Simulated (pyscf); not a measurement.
Routes from ethane (H₃C–CH₃) + •H₂Si–Cl

Candidate steps break at most two bonds and form at most two. Each was searched with GFN2-xTB (tblite) first. Structures and frequencies: ωB97X-D3(BJ)/def2-SVP in PySCF. Energies: ωB97M-D3(BJ)/def2-TZVP, eV, from the separated reactants, doublet surface; ΔG‡ with ideal gas, 1 atm, RRHO with modes under 100 cm⁻¹ raised to 100, one conformer, R ln 2 for chiral ones without a mode under 150 cm⁻¹.

```tsv
products	type	ΔE‡	ΔE	ΔG‡ 298 K	ΔG‡ 900 K	ν‡ (cm⁻¹)
H₃C–SiH₂–Cl + CH₃•	substitution at C	1.87	+0.07	2.19	2.90	1146i
H₃C–CH₂–SiH₂• + HCl	concerted two-bond exchange	2.42	+1.11	2.76	3.64	1053i
```

Plain bond fissions and candidates not yet searched are not listed, and one of them may be faster. Each barrier is that of the saddle found; lower ones may exist.
